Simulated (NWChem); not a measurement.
All runs are NWChem calculations. System: CH6Si, charge 0, spin multiplicity 1, at a geometry optimised with B3LYP/def2-SVP. The structure started from a generated list of species. Level: B3LYP/def2-TZVP, VWN1-RPA local correlation.

Job file:

```
start mol
memory heap 200 mb stack 900 mb global 1100 mb
geometry units angstroms nocenter noautoz
  Si     0.637240     0.036312     0.000000
  C     -1.248355    -0.071145     0.000000
  H      1.123665     0.764038     1.210451
  H      1.123665     0.764038    -1.210451
  H      1.242977    -1.329146     0.000000
  H     -1.611246    -0.607305     0.891428
  H     -1.611246    -0.607305    -0.891428
  H     -1.699046     0.934179     0.000000
  symmetry group Cs
end
basis spherical
  * library def2-tzvp
end
dft
  xc b3lyp
  semidirect memsize 60000000 filesize 0
  iterations 100
end
task dft energy
```

Part of the output:

```
             Northwest Computational Chemistry Package (NWChem) 7.3.0
             --------------------------------------------------------

                                NWChem Input Module
                                -------------------

 Scaling coordinates for geometry "geometry" by  1.889725989
 (inverse scale =  0.529177249)

 Turning off AUTOSYM since
 SYMMETRY directive was detected!

                             Geometry "geometry" -> ""
                             -------------------------

 Output coordinates in angstroms (scale by  1.889725989 to convert to a.u.)

  No.       Tag          Charge          X              Y              Z
 ---- ---------------- ---------- -------------- -------------- --------------
    1 Si                  14.0000     0.63724000     0.03631200     0.00000000
    2 C                    6.0000    -1.24835500    -0.07114500     0.00000000
    3 H                    1.0000     1.12366500     0.76403800     1.21045100
    4 H                    1.0000     1.12366500     0.76403800    -1.21045100
    5 H                    1.0000     1.24297700    -1.32914600     0.00000000
    6 H                    1.0000    -1.61124600    -0.60730500     0.89142800
    7 H                    1.0000    -1.61124600    -0.60730500    -0.89142800
    8 H                    1.0000    -1.69904600     0.93417900     0.00000000

 Effective nuclear repulsion energy (a.u.)      62.3589443183

            Nuclear Dipole moment (a.u.)
            ----------------------------
        X                 Y               Z
 ---------------- ---------------- ----------------
    -0.0000018897    -0.0000056692     0.0000000000

      Symmetry information
      --------------------

 Group name             Cs
 Group number              2
 Group order               2
 No. of unique centers     6

      Symmetry unique atoms

     1    2    3    5    6    8


 Summary of "ao basis" -> "" (spherical)
 ------------------------------------------------------------------------------
       Tag                 Description            Shells   Functions and Types
[...]
 Vector   13  Occ=2.000000D+00  E=-3.294625D-01  Symmetry=a'
              MO Center= -4.2D-01, -2.4D-02,  1.6D-14, r^2= 2.4D+00
   Bfn.  Coefficient  Atom+Function         Bfn.  Coefficient  Atom+Function
  ----- ------------  ---------------      ----- ------------  ---------------
    43      0.312614  2 C  px                15     -0.275372  1 Si px
    46      0.252680  2 C  px                49      0.148273  2 C  px
    12     -0.124325  1 Si px                 6      0.123516  1 Si px
    18     -0.088555  1 Si px                70     -0.083621  3 H  s
    76     -0.083621  4 H  s                 82     -0.083651  5 H  s

 Vector   14  Occ=0.000000D+00  E= 1.459739D-02  Symmetry=a'
              MO Center=  7.2D-03,  4.1D-04, -2.2D-14, r^2= 6.8D+00
   Bfn.  Coefficient  Atom+Function         Bfn.  Coefficient  Atom+Function
  ----- ------------  ---------------      ----- ------------  ---------------
    42      3.557373  2 C  s                 18      1.477588  1 Si px
    89     -0.920499  6 H  s                 95     -0.920499  7 H  s
   101     -0.920518  8 H  s                  5     -0.802389  1 Si s
    15      0.351435  1 Si px                71     -0.348974  3 H  s
    77     -0.348974  4 H  s                 83     -0.348937  5 H  s

 Vector   15  Occ=0.000000D+00  E= 5.205132D-02  Symmetry=a"
              MO Center=  6.4D-01, -4.7D-01,  4.7D-10, r^2= 4.4D+00
   Bfn.  Coefficient  Atom+Function         Bfn.  Coefficient  Atom+Function
  ----- ------------  ---------------      ----- ------------  ---------------
    20      1.818930  1 Si pz                71     -1.256167  3 H  s
    77      1.256167  4 H  s                 51     -0.654362  2 C  pz
    89      0.314619  6 H  s                 95     -0.314619  7 H  s
    17      0.212424  1 Si pz                22     -0.123457  1 Si d -1
    27     -0.124059  1 Si d -1              14      0.089707  1 Si pz

 Vector   16  Occ=0.000000D+00  E= 5.205443D-02  Symmetry=a'
              MO Center=  5.9D-01,  5.4D-01, -4.7D-10, r^2= 4.4D+00
   Bfn.  Coefficient  Atom+Function         Bfn.  Coefficient  Atom+Function
  ----- ------------  ---------------      ----- ------------  ---------------
    19      1.816012  1 Si py                83      1.450590  5 H  s
    71     -0.725191  3 H  s                 77     -0.725191  4 H  s
    50     -0.653338  2 C  py               101      0.363355  8 H  s
    16      0.212076  1 Si py                89     -0.181656  6 H  s
    95     -0.181656  7 H  s                 28     -0.106038  1 Si d  0

 center of mass
 --------------
 x =   0.05770234 y =   0.00328558 z =   0.00000000

 moments of inertia (a.u.)
 ------------------
          32.970043150252          -7.673754175636           0.000000000000
          -7.673754175636         167.189465730115           0.000000000000
           0.000000000000           0.000000000000         167.626845663341

     Multipole analysis of the density
     ---------------------------------

     L   x y z        total         alpha         beta         nuclear
     -   - - -        -----         -----         ----         -------
     0   0 0 0     -0.000000    -13.000000    -13.000000     26.000000

     1   1 0 0     -0.303012     -0.151505     -0.151505     -0.000002
     1   0 1 0     -0.017270     -0.008632     -0.008632     -0.000006
     1   0 0 1      0.000000      0.000000      0.000000      0.000000

     2   2 0 0    -17.542465    -57.310230    -57.310230     97.077995
     2   1 1 0     -0.014906     -2.313660     -2.313660      4.612414
     2   1 0 1      0.000000      0.000000      0.000000      0.000000
     2   0 2 0    -17.281726    -16.842340    -16.842340     16.402955
     2   0 1 1      0.000000      0.000000      0.000000      0.000000
     2   0 0 2    -17.280843    -16.710439    -16.710439     16.140036

 Task  times  cpu:        5.3s     wall:        5.3s

 Total times  cpu:        5.3s     wall:        5.3s
```
